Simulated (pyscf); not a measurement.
Routes from `[SiH2][Cl]` [doublet] + `[SiH4]`

Candidate steps break at most two bonds and form at most two. Each was searched with GFN2-xTB (tblite) first. PySCF, gas phase, ωB97X-D3(BJ)/def2-SVP geometries. MP2 and CC: frozen core, UHF for open shells. ΔMP2 is the change of the MP2 total energy from the triple- to the quadruple-zeta basis. Energies: CCSD(T)/def2-TZVPP + ΔMP2(QZVPP), kcal/mol, from the separated reactants, doublet surface; ΔG‡ with ideal gas, 1 atm, RRHO with modes under 100 cm⁻¹ raised to 100, one conformer, R ln 2 for chiral ones without a mode under 150 cm⁻¹.

```json
[
 {"products": "H₃Si–Cl + SiH₃•", "type": "hydrogen abstraction", "ΔE‡": "10.7", "ΔE": "-0.2", "ΔG‡ 298 K": "16.7", "ΔG‡ 900 K": "31.4", "ν‡ (cm⁻¹)": "1425i"},
 {"products": "H₃Si–SiH₂–Cl + H•", "type": "substitution at Si", "ΔE‡": "19.6", "ΔE": "+18.0", "ΔG‡ 298 K": "26.5", "ΔG‡ 900 K": "43.5", "ν‡ (cm⁻¹)": "518i"}
]
```

Row 2: On the reactant side the descent ends in an adduct with a Si–Si contact, 9.3 kcal/mol over the separated species and 5.0 kcal/mol under the saddle at ωB97X-D3(BJ)/def2-TZVP. 

Plain bond fissions and candidates not yet searched are not listed, and one of them may be faster. Each barrier is that of the saddle found; lower ones may exist. The CCSD(T) − MP2 part came from Ansatz, without density fitting, on the same reference.
